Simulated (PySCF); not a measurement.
**AlHO2 (SMILES [O]=[Al][OH]) at 6 levels**

Wanted: a comparison of 6 runs (MP2/STO-3G, BCCD(T)/STO-3G, CCSDT(Q)/STO-3G, CCSDT/STO-3G, CISD/STO-3G, CCSD(T)/STO-3G) of AlHO2. Input form: a Python script.

The calculation is run with PySCF 2.14.0.

10 further runs of the same task are left out: 1 that didn't finish, 9 set aside as unsound or not needed.

**1. The system as given**

The species is AlHO2 (4 atoms), meant as a singlet with charge 0. As SMILES, `[O]=[Al][OH]`. One bond was lengthened or shortened from a relaxed shape.

Bond lengths: O1–Al2 1.886 Å, Al2–O3 1.628 Å, O3–H4 0.949 Å. Angles: O1–Al2–O3 180.0°, Al2–O3–H4 179.6°.

**2. The energy at MP2/STO-3G (run 1)**

The input, input.py:

```python
from pyscf import gto, scf, mp

molecule = gto.Mole()
molecule.atom = '''
O     -1.832173    -1.601458    -0.743166
Al    -0.474020    -0.415070    -0.191330
O      0.698750     0.609040     0.285100
H      1.381100     1.209770     0.557430
'''
molecule.max_memory = 1860
molecule.charge = 0
molecule.verbose = 3
molecule.basis = 'sto-3g'
molecule.spin = 0
molecule.build()

mf = scf.RHF(molecule)
mf.conv_tol = 1e-10
mf.kernel()
if not mf.converged:
    mf = mf.newton().run(mf.mo_coeff, mf.mo_occ)

pt = mp.MP2(mf, frozen=7).run()
energy = pt.e_tot
print(f'total energy: {energy:.8f} hartree')
```

Command:

```bash
$ OMP_NUM_THREADS=1 python input.py
```

Standard output:

```text
converged SCF energy = -387.153601668953
E(RMP2) = -387.252225729736  E_corr = -0.0986240607833484
E(SCS-RMP2) = -387.254528876556  E_corr = -0.100927207603151
total energy: -387.25222573 hartree
```

It took 1.1 s on 1 thread of Arm Neoverse N1, shared host; peak memory 0.12 GiB.

**3. A single-point energy at BCCD(T)/STO-3G (run 2)**

The input, job.py:

```python
from pyscf import gto, scf, cc
from pyscf.cc.bccd import bccd_kernel_

mol = gto.Mole()
mol.atom = '''
O   -1.832173  -1.601458  -0.743166
Al  -0.474020  -0.415070  -0.191330
O    0.698750   0.609040   0.285100
H    1.381100   1.209770   0.557430
'''
mol.verbose = 4
mol.basis = 'sto-3g'
mol.spin = 0
mol.max_memory = 1860
mol.build()

mf = scf.RHF(mol)
mf.conv_tol = 1e-10
mf.kernel()
if not mf.converged:
    mf = mf.newton().run(mf.mo_coeff, mf.mo_occ)

mycc = cc.CCSD(mf, frozen=7).run()
mycc = bccd_kernel_(mycc, diis=True)
e_t = mycc.ccsd_t()
e_tot = mycc.e_tot + e_t
print(f'total energy: {e_tot:.8f} hartree')
```

Command:

```bash
$ OMP_NUM_THREADS=1 python job.py
```

Standard output:

```text
PySCF version 2.14.0

[... 73 lines left out ...]
Init t2, MP2 energy = -387.252225729461  E_corr(MP2) -0.0986240605079201
[... 50 lines left out ...]
CCSD converged
[... 54 lines left out ...]
CCSD converged
[... 44 lines left out ...]
CCSD converged
[... 3 lines left out ...]
total energy: -387.30189838 hartree
```

It took 1.8 s on 1 thread of Arm Neoverse N1, shared host; peak memory 0.1 GiB.

Runs 3 to 5 aren't shown in full; the table further down has their settings and results.

**4. A single-point energy at CCSD(T)/STO-3G (run 6)**

The input, run.py:

```python
from pyscf import gto, scf, cc

mol = gto.M(
    atom=[
    ('O', (-1.832173, -1.601458, -0.743166)),
    ('Al', (-0.474020, -0.415070, -0.191330)),
    ('O', (0.698750, 0.609040, 0.285100)),
    ('H', (1.381100, 1.209770, 0.557430)),
],
    basis='sto-3g',
    verbose=4,
    max_memory=1860,
)

mf = scf.RHF(mol)
mf.conv_tol = 1e-10
mf.kernel()
if not mf.converged:
    mf = mf.newton().run(mf.mo_coeff, mf.mo_occ)

mycc = cc.CCSD(mf, frozen=7)
mycc.kernel()
e_t = mycc.ccsd_t()
e_final = mycc.e_tot + e_t
print('E = %.10f Eh' % e_final)
```

Command:

```bash
$ OMP_NUM_THREADS=1 python run.py
```

Standard output:

```text
PySCF version 2.14.0

[... 60 lines left out ...]
converged SCF energy = -387.153601668953
[... 12 lines left out ...]
Init t2, MP2 energy = -387.252225729461  E_corr(MP2) -0.0986240605079201
[... 17 lines left out ...]
CCSD converged
[... 2 lines left out ...]
E = -387.3009091942 Eh
```

Wall time 1.1 s (1 thread of Arm Neoverse N1, shared host); peak memory 0.1 GiB.

**5. All runs side by side**

| run | level | energy (Eh) | dipole moment (D) of the reference | HOMO energy (eV) | LUMO energy (eV) | wall time |
| --- | --- | --- | --- | --- | --- | --- |
| 1 | MP2/STO-3G | -387.252226 | 3.65 | -5.99 | 9.20 | 1.1 s |
| 2 | BCCD(T)/STO-3G | -387.301898 | – | – | – | 1.8 s |
| 3 | CCSDT(Q)/STO-3G | -387.306524 | 3.65 | -5.99 | 9.20 | 4.2 s |
| 4 | CCSDT/STO-3G | -387.304154 | 3.65 | -5.99 | 9.20 | 2.5 s |
| 5 | CISD/STO-3G | -387.283011 | 3.65 | -5.99 | 9.20 | 1.1 s |
| 6 | CCSD(T)/STO-3G | -387.300909 | 3.65 | -5.99 | 9.20 | 1.1 s |

**6. Results**

| quantity | value |
| --- | --- |
| run 6: total energy | -387.30091 Eh |
| run 6: dipole moment (Hartree–Fock density) | 3.65 D |
| run 6: HOMO energy (Hartree–Fock orbitals) | -5.99 eV |
| run 6: LUMO energy (Hartree–Fock orbitals) | 9.20 eV |
| run 6: HOMO–LUMO gap (Hartree–Fock orbitals) | 15.20 eV |
| run 6: correlation energy (7 core orbitals frozen) | -147.3 mEh |
| run 6: (T) correction | -10.21 mEh |
| run 6: T1 diagnostic | 0.056 |

In words: In run 6 the T1 diagnostic is large, so a single reference may not serve. In runs 1, 2, 3, 4, 5, 6 the basis is minimal, so the values are rough. All runs together took 12 s, the longest 4.2 s.
